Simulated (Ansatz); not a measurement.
BiTeI (P3m1, No. 156; cell taken from a computed entry), treated with PBEsol+SOC (PAW; Ansatz, a quantum-chemistry and plane-wave program).

Settings: plane-wave cutoff 520 eV, 12×12×6 k mesh (along the axes of the cell as run), Fermi–Dirac smearing 0.01 eV, PAW data made under PBE.

Cell (relaxed with PBE-D3(BJ)):

```
BiITe
1.0
    4.34352     0.00000     0.00000
   -2.17176     3.76160     0.00000
    0.00000     0.00000     6.82989
Bi Te I
1 1 1
Direct
  0.00000   0.00000   0.92075
  0.66667   0.33333   0.66909
  0.33333   0.66667   0.22947
```

### Question
Predict the band gap and Γ–Γ gap.

### Answer

- band gap: 0.07 eV
- Γ–Γ gap: 1.21 eV

Note: cell and atoms aren't relaxed at this level.
